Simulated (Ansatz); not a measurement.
# Multireference treatment of C3H4, singlet

Computed with Ansatz's Gaussian-basis code (development build); NEVPT3, NEVPT4(SD), MRCISD by development code. Basis cc-pVTZ, nonrelativistic, 3 orbitals frozen in the corrections. State-specific CASSCF; RHF is the lowest restricted (open-shell) Hartree–Fock solution met. Single-reference values can break down or jump between states where bonds are stretched. No symmetry is imposed, so a solution can break that of the shape. The lowest solution met needn't be the lowest there is, nor hold the orbitals that a chemist would pick.

Geometry:

```xyz
7

C     0.0000    0.0000    0.0000
C     0.0000    0.0000    1.3112
C     0.0000    0.0000   -1.3112
H     0.3547    0.8562    1.8766
H    -0.3547   -0.8562    1.8766
H     0.3547   -0.8562   -1.8766
H    -0.3547    0.8562   -1.8766
```

**Question.** What do CASSCF and its corrections give against RHF in CAS(4,4), and what are the occupations?

**Answer.** CASSCF -1.495 eV, SC-NEVPT2 -13.163 eV, FIC-NEVPT2 -13.178 eV, NEVPT3 -13.891 eV, NEVPT4(SD) -14.291 eV, MRCISD -12.725 eV; occupations 1.93, 1.89, 0.11, 0.07. The MRCI reference weight is 0.888.

**Question.** How do single-reference totals in the same basis and frozen core stand against SC-NEVPT2 in CAS(4,4)?

**Answer.** CCSD(T) -1.315 eV. Coupled cluster stands on the determinant that it favours, which can lie over the RHF solution above, and is in doubt where the occupations are far from 0, 1 and 2.

**Question.** Roughly how much CPU time does a whole run from the default start take (median of such runs, summed over threads; nearly all runs on one pinned thread of a shared server, mostly Xeon at 2.3 to 2.6 GHz, by a development driver)?

**Answer.** CAS(4,4): about 6.5 s. Other jobs ran beside these, and the count of passes differs.
